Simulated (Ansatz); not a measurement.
# CH3FS: a ladder of functionals and wavefunction methods

How much do the methods differ for CH3FS? The plan is to run it at one geometry with functionals of several rungs and with coupled cluster, and see how far each lands from CCSD(T) at the basis-set limit for the atomisation energy.

Program: Ansatz 0.2.0, Gaussian basis. Level of theory: functionals in def2-TZVPP, the program's frozen cores in correlated methods. These are calculated values, not measurements.

The runs, in order: LDA (SPW92), PBE-D4, revPBE-D4, BLYP-D4, r2SCAN-D4, B97M-V, PBE0-D4, B3LYP-D4, r2SCANh-D4, r2SCAN0-D4, HSE06-D4, BHLYP-D4, CAM-B3LYP-D4, LC-ωPBE, ωB97X-V, ωB97M-V, B2PLYP, PBE-QIDH; CCSD(T)/def2-SVP; CCSD(T)/def2-TZVPP; MP2/def2-QZVPP; extrapolation to the limit; RPA on PBE.

**1. The relaxed structure**

All runs share one geometry, relaxed beforehand with PBE0-D4 in a triple-zeta def2 set.

SMILES `FCS`, 6 atoms, charge 0, spin multiplicity 1.

Atoms are counted from 1 here; the program's logs count them from 0.

Bond lengths: F1–C2 1.375 Å, C2–S3 1.789 Å, C2–H4 1.090 Å, C2–H5 1.092 Å, S3–H6 1.343 Å. Angles: F1–C2–S3 113.1°, F1–C2–H4 108.1°, F1–C2–H5 108.5°, S3–C2–H4 110.8°, S3–C2–H5 106.3°, H4–C2–H5 110.1°, C2–S3–H6 96.6°.

**2. LDA**

This LDA is Slater exchange with PW92 correlation.

The input, in.yaml:

```yaml
crystal:
  periodic: [false, false, false]
  atoms:
    - {symbol: F, position_ang: [0.652125, 0.095509, -1.389599]}
    - {symbol: C, position_ang: [-0.015566, -0.390813, -0.290691]}
    - {symbol: S, position_ang: [-0.793419, 0.893189, 0.681652]}
    - {symbol: H, position_ang: [0.693363, -0.957253, 0.313682]}
    - {symbol: H, position_ang: [-0.820457, -1.043541, -0.634955]}
    - {symbol: H, position_ang: [0.325952, 1.338909, 1.273811]}
basis:
  gaussian: {orbitals: def2-TZVPP}
hamiltonian: {xc: lda}
output: {orbitals: {seedname: orbitals}}
```

The run is started by

```
ansatz run in.yaml --threads 2 --pin off --events-out ev --progress --plain --max-ram 4352MiB
```

After this run come: PBE-D4 (GGA); revPBE-D4 (GGA); BLYP-D4 (GGA); r2SCAN-D4 (meta-GGA); B97M-V (meta-GGA); B3LYP-D4 (hybrid); r2SCANh-D4 (hybrid); r2SCAN0-D4 (hybrid); HSE06-D4 (hybrid); BHLYP-D4 (hybrid); CAM-B3LYP-D4 (range-separated); LC-ωPBE (range-separated); ωB97X-V (range-separated); ωB97M-V (range-separated); B2PLYP (double hybrid); PBE-QIDH (double hybrid); CCSD(T) in def2-SVP; CCSD(T) in def2-TZVPP; MP2 in def2-QZVPP; RPA on PBE orbitals.

Before running them: what should the planned runs give, taken together? Wanted: atomisation energy, CCSD(T)/CBS; farthest beyond LDA; mean size of error, GGA; mean size of error, meta-GGA; mean size of error, hybrid; mean size of error, range-separated; mean size of error, double hybrid; gap, smallest and largest; T1 diagnostic.

**Answer**, as computed:

| quantity | value |
| --- | --- |
| atomisation energy, CCSD(T)/CBS | 2015.7 kJ/mol |
| functionals within 10.1 kJ/mol (0.5 %) | revPBE-D4, BLYP-D4, r2SCAN-D4, B97M-V, PBE0-D4, B3LYP-D4, HSE06-D4, CAM-B3LYP-D4, ωB97X-V |
| farthest beyond LDA | BHLYP-D4 (-83.0 kJ/mol) |
| mean size of error, GGA | 19.1 kJ/mol |
| mean size of error, meta-GGA | 6.3 kJ/mol |
| mean size of error, hybrid | 24.2 kJ/mol |
| mean size of error, range-separated | 8.7 kJ/mol |
| mean size of error, double hybrid | 24.0 kJ/mol |
| gap, smallest and largest | 5.46 eV (BLYP-D4), 12.89 eV (LC-ωPBE) |
| T1 diagnostic | 0.0113 |
| triples share of the correlation energy | 3.5 % |

**Reading.** LDA overbinds by 341.4 kJ/mol (17 %). PBE-D4 is off by +54.9 kJ/mol. Double hybrids carry the basis error of their MP2 part in triple zeta, and no dispersion term here, so their miss is partly the set-up's. The rungs meta-GGA, range-separated miss on average by less than the doubt on the reference (10.1 kJ/mol), so they tie. Misses under about 10.1 kJ/mol are within the doubt on the reference itself, which lacks core-valence correlation, relativity and higher excitations. Hartree-Fock recovers 70 % of the binding; the rest is correlation. CCSD(T) in def2-SVP is off by -133.3 kJ/mol, more than most functionals: a good method in a small basis is no reference. Orbital gaps span 5.5 to 12.9 eV; exact exchange widens them.
